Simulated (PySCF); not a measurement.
LiF, SMILES [Li][F].

Coordinates come from a PBE0-D3(BJ)/def2-TZVPD optimisation.

Level of theory: TDA-B3LYP/def2-TZVPD run with PySCF.

Vertical excitations; the highest root listed may be one member of a degenerate set. The molecule is in vacuum. State labels are in the subgroup C2v.

Problem. Give excitation energies, oscillator strengths and character. (The exact figures need the calculation; the answer reports its results.)

Solution. 
```tsv
state	symmetry	energy (eV)	λ (nm)	f	main pairs
S1	B1	5.32	233	0.021	HOMO−1→LUMO (degenerate set)
S2	B2	5.32	233	0.021	HOMO→LUMO (degenerate set)
S3	A1	5.74	216	0.002	HOMO−2→LUMO 99 %
S4	A2	7.05	176	0.000	HOMO−1→LUMO+2, HOMO→LUMO+1 (degenerate set)
S5	A1	7.05	176	0.000	HOMO−1→LUMO+1, HOMO→LUMO+2 (degenerate set)
S6	A2	7.09	175	0.000	HOMO→LUMO+1 49 %, HOMO−1→LUMO+2 49 %
S7	B1	7.50	165	0.005	HOMO−2→LUMO+1 (degenerate set)
S8	B2	7.50	165	0.005	HOMO−2→LUMO+2 (degenerate set)
S9	A1	7.51	165	0.029	HOMO→LUMO+2 48 %, HOMO−1→LUMO+1 48 %
S10	B2	7.62	163	0.042	HOMO→LUMO+3 97 %
T1	B1	5.30	234	0	HOMO−1→LUMO (degenerate set)
T2	B2	5.30	234	0	HOMO→LUMO (degenerate set)
T3	A1	5.68	218	0	HOMO−2→LUMO 99 %
T4	A1	6.93	179	0	HOMO−1→LUMO+1 47 %, HOMO→LUMO+2 47 %
```
Triplets are in the Tamm–Dancoff approximation.
